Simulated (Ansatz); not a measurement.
# Worked example: correlation energy of Al$_{2}$H⁺, triplet

Geometry: that of the Al2H, doublet, kept fixed.

```yaml
atoms:
  - { symbol: Al, position_ang: [0.0000, 0.0000, 0.3526] }
  - { symbol: Al, position_ang: [0.0000, 0.0000, -2.3244] }
  - { symbol: H, position_ang: [0.0000, 0.0000, 1.9718] }
```

Basis cc-pVTZ; Ansatz 0.2.0. Only valence electrons are correlated (noble-gas cores frozen), which leaves 6 electrons in 72 orbitals. Prefix R: restricted or restricted open-shell reference; prefix U: unrestricted.

Full CI isn't at hand for all of this; UCCSDT(Q) serves as the reference, and is uncertain by about the last step of the cluster series.

Runs differ by some tens of microhartree through their thresholds and, for an open shell, their frozen cores, so steps under 0.03 kcal/mol mean nothing.

```csv
level,total energy (hartree)
UHF,-484.123134
UMP2,-484.206384
UCCSD,-484.232652
UCCSD(T),-484.237204
UCCSDT,-484.238732
UCCSDT(Q),-484.238971
```

Problem. What is the correlation energy at UCCSDT(Q), and what share of it do UMP2 and UCCSD recover?

Solution. E(corr) = -484.238971 − (-484.123134) = -0.115837 hartree = -3.152 eV. UMP2: -0.083250 / -0.115837 = 71.87 %. UCCSD: -0.109518 / -0.115837 = 94.54 %.

Problem. By how many kcal/mol does UCCSD(T) miss UCCSDT(Q) (1 hartree = 627.509 kcal/mol), and which steps make up the rest?

Solution. -484.237204 − (-484.238971) = 0.001767 hartree = 1.11 kcal/mol. Steps: UCCSDT − UCCSD(T) = -0.96, UCCSDT(Q) − UCCSDT = -0.15 kcal/mol. Differences between like states or geometries often cancel part of this.
